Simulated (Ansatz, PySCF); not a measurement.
Molecule: C3H3N (charge 0, singlet). SMILES: C=CC#N
Coordinates optimised at B3LYP-D3(BJ)/def2-TZVP (Ansatz, a program for electronic structure):
```
C
C 1 1.3311
H 2 1.0812 1 120.63
H 2 1.0816 3 117.72 1 -180.00
H 1 1.0836 2 121.31 3 0.00
C 1 1.4256 5 115.74 2 -180.00
N 6 1.1524 5 151.58 1 180.00
```
Charge 0, spin multiplicity 1.

Harmonic wavenumbers (cm⁻¹) at HF/6-31G* (Ansatz, at its own minimum) and at B3LYP-D3(BJ)/def2-TZVP (PySCF, at the structure above). 6-31G* holds six Cartesian d functions. Modes are numbered in rising order, 15 in all, and paired by that order; shown are modes over 250 cm⁻¹ that lie over 6 % from every other mode at both levels, one of each degenerate set, at most eight drawn at random. The second level is harmonic too, so this factor is not the one that brings values to measured fundamentals.

```json
[
 {"mode": "2", "HF/6-31G* (x)": "393", "B3LYP-D3(BJ)/def2-TZVP (y)": "352"},
 {"mode": "3", "HF/6-31G* (x)": "631", "B3LYP-D3(BJ)/def2-TZVP (y)": "585"},
 {"mode": "4", "HF/6-31G* (x)": "782", "B3LYP-D3(BJ)/def2-TZVP (y)": "714"},
 {"mode": "5", "HF/6-31G* (x)": "933", "B3LYP-D3(BJ)/def2-TZVP (y)": "885"},
 {"mode": "9", "HF/6-31G* (x)": "1438", "B3LYP-D3(BJ)/def2-TZVP (y)": "1325"},
 {"mode": "10", "HF/6-31G* (x)": "1577", "B3LYP-D3(BJ)/def2-TZVP (y)": "1452"},
 {"mode": "12", "HF/6-31G* (x)": "2607", "B3LYP-D3(BJ)/def2-TZVP (y)": "2337"}
]
```

Question: Fit one scale factor, y = λ·x, by least squares, and use it for mode 11, which lies at 1850 cm⁻¹ at HF/6-31G*.

Answer: λ = Σxy/Σx² = 12179237/13385845 = 0.9099; the rows scatter about it by 22 cm⁻¹ (root mean square). Prediction for mode 11: 1683 cm⁻¹. The wavenumber at B3LYP-D3(BJ)/def2-TZVP is 1679 cm⁻¹, so the fit misses by +4 cm⁻¹, against +171 cm⁻¹ without it. The fit is meant for this molecule alone.
